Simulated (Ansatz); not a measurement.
# C₂H₃N (singlet): the correlation ladder, cc-pVTZ

The task here is to estimate one member of a computed series from the others.

The runs use Ansatz 0.2.0, Gaussian basis; cc-pVTZ, core rule «outside noble gas», up to 3 orbitals frozen.

Plan: UHF; CCSD(T) on RHF; CCSDT(Q) on RHF.

2 further runs of the same task are left out: 2 set aside as unsound or not needed.

## The geometry

The geometry is an MP2(full)/6-31G* stationary point (not a proven minimum).

6 atoms, charge 0, spin multiplicity 1.

Atoms are counted from 1 here; the program's logs count them from 0.

Bond lengths: C1–C2 1.461 Å, C1–H4 1.092 Å, C1–H5 1.092 Å, C1–H6 1.092 Å, C2–N3 1.178 Å. Angles: C2–C1–H4 110.1°, C2–C1–H5 110.1°, C2–C1–H6 110.1°, H4–C1–H5 108.8°, H4–C1–H6 108.8°, H5–C1–H6 108.8°, C1–C2–N3 180.0°.

Coordinates:

```
C     0.0000    0.0000   -1.3002
C     0.0000    0.0000    0.1606
N     0.0000    0.0000    1.3389
H     0.0000    1.0250   -1.6756
H     0.8877   -0.5125   -1.6756
H    -0.8877   -0.5125   -1.6756
```

Set-up of the first run:

in.yaml reads:

```yaml
crystal:
  periodic: [false, false, false]
  atoms:
    - {symbol: C, position_ang: [0.000000, 0.000000, -1.300197]}
    - {symbol: C, position_ang: [0.000000, 0.000000, 0.160607]}
    - {symbol: N, position_ang: [0.000000, 0.000000, 1.338939]}
    - {symbol: H, position_ang: [0.000000, 1.024986, -1.675637]}
    - {symbol: H, position_ang: [0.887664, -0.512493, -1.675637]}
    - {symbol: H, position_ang: [-0.887664, -0.512493, -1.675637]}
basis:
  gaussian: {orbitals: cc-pVTZ}
magnetization: {spin_polarized: true, initial_magnetization: 0}
hamiltonian: {xc: hf}
output: {orbitals: {seedname: orbitals}}
```

Command:

```
ansatz run in.yaml --threads 1 --pin off --events-out ev --progress --plain --max-ram 2880MiB --backend cpu
```

Among the steps run: UHF; CCSD(T) on RHF; CCSDT(Q) on RHF.

One of the session's tables, all rows but one given; the rest of the session is left out.

It belongs to the step «Misses and costs». 

```
   method  from RCCSDT(Q) (kcal/mol)
      RHF                    +351.79
     RMP2                     +25.42
    RCCSD                     +17.41
 RCCSD(T)                      +1.22
   RCCSDT                          ?
RCCSDT(Q)                          0
```

**Question.** Estimate the row for RCCSDT.

**Answer.** from RCCSDT(Q) (kcal/mol): +1.27. In the column «from RCCSDT(Q) (kcal/mol)» it lies between RCCSD(T) (+1.22) and RCCSD (+17.41).

With the free atoms at the same levels and basis (separate runs), the atomisation energy is 25.912 eV at RCCSDT(Q), 25.896 eV at RCCSD(T), 18.650 eV at RHF.
